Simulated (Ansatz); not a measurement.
**Scan of [H···H···CH3], doublet**

Starting geometry:

```yaml
atoms:
  - { symbol: H, position_ang: [-2.0889, 0.0000, 0.0000] }
  - { symbol: H, position_ang: [-1.3439, 0.0000, 0.0000] }
  - { symbol: C, position_ang: [0.2301, 0.0000, 0.0000] }
  - { symbol: H, position_ang: [0.2301, -1.0800, 0.0000] }
  - { symbol: H, position_ang: [0.2301, 0.5400, 0.9353] }
  - { symbol: H, position_ang: [0.2301, 0.5400, -0.9353] }
```

From there H2 is moved from one fragment to the other while all else, the fragments' distance too, stays fixed; atoms are numbered as listed. Energies are in eV, counted from the starting geometry at the same level. Kohn–Sham curves are unrestricted where that lies lower.

Basis cc-pVTZ; Ansatz 0.2.0. Correlated methods freeze the noble-gas cores. R marks a restricted (for open shells ROHF) determinant, U an unrestricted one.

Full CI isn't at hand for all of this; UCCSDT(Q) serves as the reference, and is uncertain by about the last step of the cluster series.

```csv
distance H1-H2 (Å),r2SCAN
0.745,0.000
0.814,0.017
0.952,0.181
1.091,0.304
1.229,0.475
```

Task: Estimate the UCCSDT(Q) curve in cc-pVTZ from this one, knowing how r2SCAN errs.

Result: The computed UCCSDT(Q) values, in eV from the starting point, and the error of r2SCAN against them:
```
distance H1-H2 (Å)  UCCSDT(Q)  r2SCAN less UCCSDT(Q)
             0.745      0.000                  0.000
             0.814      0.055                 -0.038
             0.952      0.273                 -0.092
             1.091      0.394                 -0.091
             1.229      0.520                 -0.046
```

The error spans 0.092 eV and is largest, -0.092 eV, at 0.952 Å.
